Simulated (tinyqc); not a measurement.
Ways to converge the cycle: SCF convergence aids in the sto-3g basis, for H2O, spin multiplicity 1. Computed by the program tinyqc with PySCF. Command: `OMP_NUM_THREADS=1 python tinyqc.py 110983 110984 out.jsonl`; one thread of a shared host (Intel(R) Xeon(R) Processor @ 2.60GHz), about 0.4 s.

Geometry (angstrom):
```
atom,x,y,z
O,0.0000,0.0000,0.0000
H,0.0000,0.8310,0.7670
H,0.0000,-0.8430,0.7770
```

lowest restricted solution found by these runs and by PySCF = -74.927934 hartree

RHF with one setting changed at a time; a run stops when the energy changes by less than 1e-09 hartree and the error matrix is below 1e-5. The start is the Wolfsberg-Helmholz matrix. Damping d keeps d of the old density; a shift (hartree) raises the virtual levels; DIIS n extrapolates F over n matrices.

Largest element of the error matrix X^T (FDS - SDF) X:
```
iteration,plain,damping 0.3,damping 0.6,shift 0.4,DIIS 3,DIIS 8
1,4.8e-01,4.8e-01,4.8e-01,4.8e-01,4.8e-01,4.8e-01
2,1.3e-01,1.5e-01,2.8e-01,1.8e-01,1.3e-01,1.3e-01
3,3.3e-02,8.2e-02,1.6e-01,9.5e-02,3.7e-02,3.7e-02
4,1.0e-02,4.3e-02,1.1e-01,4.7e-02,7.0e-03,7.0e-03
5,3.8e-03,2.2e-02,8.1e-02,2.3e-02,2.3e-03,2.2e-03
6,1.5e-03,1.2e-02,5.9e-02,1.2e-02,9.0e-04,4.1e-05
8,3.6e-04,3.4e-03,3.1e-02,3.4e-03,1.6e-05,2.5e-07
10,9.2e-05,1.1e-03,1.7e-02,1.4e-03,-,-
14,5.8e-06,1.5e-04,4.7e-03,2.4e-04,-,-
20,-,1.2e-05,8.0e-04,1.8e-05,-,-
30,-,-,6.0e-05,-,-,-
```

How each run ends:
```
run,iterations,E (hartree),state
plain,14,-74.92793,lowest found
damping 0.3,21,-74.92793,lowest found
damping 0.6,41,-74.92793,lowest found
shift 0.4,22,-74.92793,lowest found
DIIS 3,9,-74.92793,lowest found
DIIS 8,8,-74.92793,lowest found
```

6 of 6 runs reach the lowest restricted solution found, in 8 to 41 iterations (fastest: DIIS 8). Plain steps already contract here, so damping only slows them. DIIS 3 and DIIS 8 gain by cancelling the error over several earlier matrices, much as a quasi-Newton step does.
